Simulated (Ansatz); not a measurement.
# OF (SMILES [O]F): UBLYP/aug-cc-pVTZ

What is the vertical electron affinity of OF at UBLYP/aug-cc-pVTZ? 

The results are computed with Ansatz 0.2.0.

38 further runs of the same task are left out: 38 set aside as unsound or not needed.

### 1 Starting point

OF has 2 atoms, charge 0, and is taken as a doublet. SMILES: `[O]F`. Geometry: relaxed at PBE0-D4/def2-TZVP.

Bond lengths: O1–F2 1.330 Å.

### 2 The energy at UBLYP/aug-cc-pVTZ

molecule.yaml reads:

```yaml
crystal:
  periodic: [false, false, false]
  atoms:
    - {symbol: O, position_ang: [0.000000, 0.000000, -0.015950]}
    - {symbol: F, position_ang: [-0.000000, -0.000000, 1.314400]}
basis:
  gaussian:
    orbitals: aug-cc-pVTZ
magnetization:
  spin_polarized: true
  initial_magnetization: 1
output:
  orbitals: {seedname: orbitals}
hamiltonian:
  xc: {name: BLYP}
accuracy: high
```

Launch:

```console
$ ansatz run molecule.yaml --threads 1 --pin off --max-ram 3480MiB --events-out events.jsonl --progress --plain --runs-dir runs
```

Log:

```text
Warning: RAYON_NUM_THREADS=1 ignored (pool sized by the plan → 1); use --threads N
Functional definition: BLYP
  name "BLYP"
  parameter beta = 0.0042
  parameter a = 0.04918
  parameter b = 0.132
  parameter c = 0.2533
  parameter d = 0.349
  exchange = b88_x(beta = beta)
  correlation = lyp_c(a = a, b = b, c = c, d = d)
1299 factors; integrals over basis functions are off by at most 3.4e-9 eV
mean field evaluation 1: about -4759.2268 eV, gradient 2.0e1 eV
mean field evaluation 2: about -4753.7135 eV, gradient 4.5e1 eV
mean field evaluation 4: about -4760.5059 eV, gradient 2.5e0 eV
mean field evaluation 8: about -4760.5273 eV, gradient 5.6e-2 eV
mean field evaluation 16: about -4760.5273 eV, gradient 6.3e-7 eV
mean field evaluation 32: about -4760.5273 eV, gradient 2.7e-8 eV
mean field -4760.52733856 eV, -174.9461528908 hartree, gradient 2.7e-8 eV, S^2 0.752174; 3 other end points of the search recorded, 0 dependent functions left out
reference -4760.52737682 eV, -174.9461542968 hartree; 9, 8 occupied and 83, 84 virtual orbitals, 1299 factors
Total energy: -4760.52737682 eV, -174.9461542968 hartree
```

It took 3.9 s on 1 thread of Arm Neoverse V1, shared host; peak memory 0.17 GiB.

### 3 The singlet anion

input.yaml reads:

```yaml
crystal:
  periodic: [false, false, false]
  atoms:
    - symbol: O
      position_ang: [0.000000, 0.000000, -0.015950]
    - symbol: F
      position_ang: [-0.000000, -0.000000, 1.314400]
basis:
  gaussian:
    orbitals: aug-cc-pVTZ
accuracy: high
output: {orbitals: {seedname: orbitals}}
total_charge: -1
hamiltonian:
  xc: {name: BLYP}
```

Launch:

```console
$ ansatz run input.yaml --threads 1 --pin off --max-ram 3480MiB --events-out events.jsonl --progress --plain --runs-dir runs
```

Log, shortened:

```text
Warning: RAYON_NUM_THREADS=1 ignored (pool sized by the plan → 1); use --threads N
[... 9 set-up lines as earlier in the session ...]
1299 factors; integrals over basis functions are off by at most 3.4e-9 eV
mean field evaluation 1: about -4747.1103 eV, gradient 9.6e1 eV
mean field evaluation 2: about -4721.4621 eV, gradient 1.8e2 eV
mean field evaluation 4: about -4759.0587 eV, gradient 4.2e1 eV
mean field evaluation 8: about -4762.1788 eV, gradient 8.6e-1 eV
mean field evaluation 16: about -4762.1800 eV, gradient 5.6e-6 eV
mean field -4762.18001175 eV, -175.0068875102 hartree, gradient 7.0e-8 eV, S^2 0.000000; 0 other end points of the search recorded, 0 dependent functions left out
reference -4762.18004519 eV, -175.0068887391 hartree; 9, 9 occupied and 83, 83 virtual orbitals, 1299 factors
Total energy: -4762.18004519 eV, -175.0068887391 hartree
```

Run time: 2 s. Hardware: 1 thread of Arm Neoverse V1, shared host; peak memory 0.15 GiB.

### 4 What came out

At UBLYP/aug-cc-pVTZ:

```
                                                            quantity          value
                                            doublet OF: total energy  -174.94615 Eh
                      doublet OF: HOMO energy (highest over α and β)       -7.04 eV
                       doublet OF: LUMO energy (lowest over α and β)       -6.46 eV
                                                    doublet OF: ⟨S²⟩          0.752
                                         singlet anion: total energy  -175.00689 Eh
                                          singlet anion: HOMO energy        2.76 eV
                                          singlet anion: LUMO energy        5.53 eV
singlet anion: HOMO–LUMO gap (to an unbound level, set by the basis)        2.77 eV
                   vertical electron affinity (to the singlet anion)       1.653 eV
```

At fixed nuclei the extra electron is bound by 1.65 eV (38 kcal/mol). The HOMO (singlet anion) lies at positive energy, 2.76 eV, as semi-local functionals often give for anions; only total energies tell whether the electron is bound.
